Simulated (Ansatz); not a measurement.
**C₂H₄N (doublet): the correlation ladder at distance C1–H5 along a hydrogen transfer = 1.358 Å, cc-pVDZ**

How much of the correlation energy of C₂H₄N (doublet) does each wave-function method recover here?

Computed with Ansatz 0.2.0, Gaussian basis. Level: cc-pVDZ, core rule «outside noble gas», up to 3 orbitals frozen.

Plan: UHF; CCSD(T) on ROHF; CCSD(T) on UHF; BCCD(T) on ROHF; CISD; CCSDT(Q) on ROHF; CCSDT(Q) on UHF; CASSCF and MRCISD+Q, 3 electrons in 3 orbitals; CASSCF and NEVPT2, 3 electrons in 3 orbitals; CASSCF and MRCISD+Q, 9 electrons in 9 orbitals; CASSCF and NEVPT2, 9 electrons in 9 orbitals.

## 1. The system

The geometry derives from fragments relaxed apart (PBE0/def2-TZVP) and kept rigid, so it is no stationary point. A hydrogen atom is moved between rigid fragments.

7 atoms, charge 0, spin multiplicity 2.

Atoms are counted from 1 here; the program's logs count them from 0.

Bond lengths: C1–H2 1.090 Å, C1–H3 1.090 Å, C1–H4 1.090 Å, C1–H5 1.358 Å, N6–C7 1.160 Å. Angles: H2–C1–H3 109.5°, H2–C1–H4 109.5°, H2–C1–H5 109.5°, H3–C1–H4 109.5°, H3–C1–H5 109.5°, H4–C1–H5 109.5°.

## 2. UHF

File in.yaml:

```yaml
crystal:
  periodic: [false, false, false]
  atoms:
    - {symbol: C, position_ang: [-2.128497, 0.000000, 0.000000]}
    - {symbol: H, position_ang: [-2.491703, 1.027301, 0.000000]}
    - {symbol: H, position_ang: [-2.491703, -0.513650, 0.889668]}
    - {symbol: H, position_ang: [-2.491703, -0.513650, -0.889669]}
    - {symbol: H, position_ang: [-0.770497, 0.000000, 0.000000]}
    - {symbol: N, position_ang: [1.837587, 0.000000, 0.000000]}
    - {symbol: C, position_ang: [0.677503, 0.000000, 0.000000]}
basis:
  gaussian: {orbitals: cc-pVDZ}
magnetization: {spin_polarized: true, initial_magnetization: 1}
hamiltonian: {xc: hf}
output: {orbitals: {seedname: orbitals}}
```

Started as:

```console
$ ansatz run in.yaml --threads 1 --pin off --events-out ev --progress --plain --max-ram 3968MiB --backend cpu
```

Further steps of the session: CCSD(T) on ROHF; CCSD(T) on UHF; BCCD(T) on ROHF; CISD; CCSDT(Q) on ROHF; CCSDT(Q) on UHF; CASSCF and MRCISD+Q, 3 electrons in 3 orbitals; CASSCF and NEVPT2, 3 electrons in 3 orbitals; CASSCF and MRCISD+Q, 9 electrons in 9 orbitals; CASSCF and NEVPT2, 9 electrons in 9 orbitals.

**Question.** What will the summary of the whole plan be? Wanted: UCCSDT(Q) below the RHF energy; RMP2 from UCCSDT(Q); UMP2 from UCCSDT(Q); RCCSD from UCCSDT(Q); RCCSD(T) from UCCSDT(Q); UCCSD(T) from UCCSDT(Q); RCCSDT(Q) from UCCSDT(Q); NEVPT2 pair from UCCSDT(Q); MRCISD+Q pair from UCCSDT(Q).

As calculated:

| quantity | value |
| --- | --- |
| UCCSDT(Q) below the RHF energy | -13.4449 eV |
| RMP2 from UCCSDT(Q) | +1394.9 meV |
| UMP2 from UCCSDT(Q) | +1907.3 meV |
| RCCSD from UCCSDT(Q) | +574.8 meV |
| RCCSD(T) from UCCSDT(Q) | +72.1 meV |
| UCCSD(T) from UCCSDT(Q) | +98.9 meV |
| RCCSDT(Q) from UCCSDT(Q) | +1.4 meV |
| NEVPT2 pair from UCCSDT(Q) | +1372.4 meV |
| MRCISD+Q pair from UCCSDT(Q) | +441.2 meV |
| NEVPT2 frontier from UCCSDT(Q) | +1619.5 meV |
| levels within 1 kcal/mol (43 meV) | RCCSDT(Q) |
| T1 diagnostic | 0.030 |

RCCSD(T) misses by +72.1 meV, 0.5 % of the correlation energy. CCSD(T) misses by +72.1 meV on the restricted determinant and by +98.9 meV on the unrestricted one; the two need not hold the same state or core. Of the multireference levels listed MRCISD+Q frontier comes nearest in total energy (+156.3 meV), which doesn't show that its space is the better one. These misses are within one basis, not against nature; the frozen cores of restricted and unrestricted runs differ, which can shift their rows.
